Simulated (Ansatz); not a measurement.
C₃H₄FNO, relaxed with RKS PBE0-D4/def2-TZVP in Ansatz from a PBE-D4/def2-SVP geometry. The force threshold is 0.005 eV/Å; the program also tests the step.

The species carries charge 0 and has multiplicity 1. The bonds changed during the relaxation, so this is another structure than the one it started from.

Start:

```xyz
10

N     0.144    1.609   -0.453
C    -0.505    0.446    0.106
C     0.452   -0.697    0.265
C     0.386   -1.833    1.203
F    -0.068   -2.924    0.618
O     1.568   -0.773   -0.273
H     0.851    1.309   -1.136
H    -0.527    2.209   -0.944
H    -1.352    0.003   -0.493
H    -0.949    0.651    1.108
```

Q: By how much does the energy fall, and how many steps does the optimiser take? (An estimate is asked.)

A: Ansatz gave: 13.48 kJ/mol, in 40 steps, 4 of them rejected.

Q: Which bonds change most? (Best estimate.)

A: Computed: C2–H9 from 1.128 to 1.098 Å; C3–O6 from 1.241 to 1.214 Å; C2–H10 from 1.116 to 1.096 Å; N1–H7 from 1.029 to 1.013 Å.

Q: Give the relaxed structure. (An estimate is asked.)

A: Ansatz gave: 
```xyz
10

N    -0.151    1.586   -0.615
C    -0.501    0.460    0.208
C     0.457   -0.702    0.147
C     0.387   -1.873    1.058
F    -0.264   -2.835    0.466
O     1.448   -0.743   -0.552
H     0.740    1.969   -0.323
H    -0.028    1.292   -1.576
H    -1.495    0.082   -0.068
H    -0.593    0.765    1.256
```
